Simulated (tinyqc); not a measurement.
Worked calculation: extended Hueckel theory, for SiH3. One step of it, computed by the program tinyqc.

Question. Wolfsberg-Helmholz matrix. H_ij = K' S_ij (H_ii + H_jj)/2 for i != j (the diagonal keeps H_ii), with K' = K + D^2 + D^4 (1 - K), D = (H_ii - H_jj)/(H_ii + H_jj), K = 1.5.

overlap S, lower triangle:
```
           1Si 3s    1Si 3px    1Si 3py    1Si 3pz     2H 1s     3H 1s     4H 1s
1Si 3s   1.000000
1Si 3px  0.000000   1.000000
1Si 3py  0.000000   0.000000   1.000000
1Si 3pz  0.000000   0.000000   0.000000   1.000000
2H 1s    0.391285   0.499498   0.000000  -0.038224  1.000000
3H 1s    0.391403  -0.249861   0.432638  -0.038241  0.031009  1.000000
4H 1s    0.391403  -0.249861  -0.432638  -0.038241  0.031009  0.031044  1.000000
```

diagonal H_ii (eV): 1Si 3s -17.300000, 1Si 3px -9.200000, 1Si 3py -9.200000, 1Si 3pz -9.200000, 2H 1s -13.600000, 3H 1s -13.600000, 4H 1s -13.600000

K = 1.500000

Give: H.

Answer.

H (eV), lower triangle:
```
           1Si 3s  1Si 3px  1Si 3py  1Si 3pz     2H 1s     3H 1s     4H 1s
1Si 3s   -17.3000
1Si 3px    0.0000  -9.2000
1Si 3py    0.0000   0.0000  -9.2000
1Si 3pz    0.0000   0.0000   0.0000  -9.2000
2H 1s     -9.1541  -8.7495   0.0000   0.6695  -13.6000
3H 1s     -9.1569   4.3767  -7.5784   0.6698   -0.6326  -13.6000
4H 1s     -9.1569   4.3767   7.5784   0.6698   -0.6326   -0.6333  -13.6000
```
